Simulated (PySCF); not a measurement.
# Shieldings and the share of exact exchange

Molecule: SMILES CCCOC, C$_{4}$H$_{10}$O.

Geometry (Å), atoms numbered from 1 in this order:
```xyz
15

C    -1.976   -0.930   -0.753
C    -0.468   -0.767   -0.834
C     0.077    0.184    0.209
O     1.462    0.281    0.068
C     2.056    1.139    0.987
H    -2.345   -1.625   -1.522
H    -2.495    0.031   -0.900
H    -2.288   -1.326    0.227
H    -0.171   -0.394   -1.828
H     0.034   -1.740   -0.707
H    -0.189   -0.174    1.228
H    -0.398    1.184    0.098
H     3.139    1.146    0.798
H     1.886    0.813    2.034
H     1.677    2.178    0.894
```

GIAO shieldings (ppm, equivalent atoms averaged) in PySCF on the PBE0-D3(BJ)/def2-SVP geometry, basis pcSseg-1, gas phase, non-relativistic:

| functional | exact exchange (%) | σ(C3) | σ(C5) | σ(O4) |
| --- | --- | --- | --- | --- |
| BLYP | 0 | 92.6 | 113.0 | 286.0 |
| BP86 | 0 | 98.8 | 118.0 | 294.9 |
| PBE | 0 | 98.9 | 118.6 | 293.1 |
| B3LYP | 20 | 99.7 | 118.8 | 299.9 |
| PBE0 | 25 | 107.1 | 125.1 | 308.8 |
| BHandHLYP | 50 | 108.7 | 126.1 | 316.0 |
| HF | 100 | 122.5 | 137.1 | 336.5 |

Question: Fit each shielding as a line in the percentage of exact exchange.

Answer: σ(C3) = 96.9 + 0.26 x (rms 2.6 ppm); σ(C5) = 116.7 + 0.20 x (rms 2.2 ppm); σ(O4) = 292.3 + 0.46 x (rms 3.3 ppm). The functionals also differ in their semilocal parts, which the line can't hold; Hartree–Fock has no correlation at all.

Question: What does the line predict for mPW1PW91 (25 %), and what does the run give?

Answer: σ(C3): 103.4 predicted, 106.6 computed; σ(C5): 121.7 predicted, 124.2 computed; σ(O4): 303.8 predicted, 308.2 computed ppm.
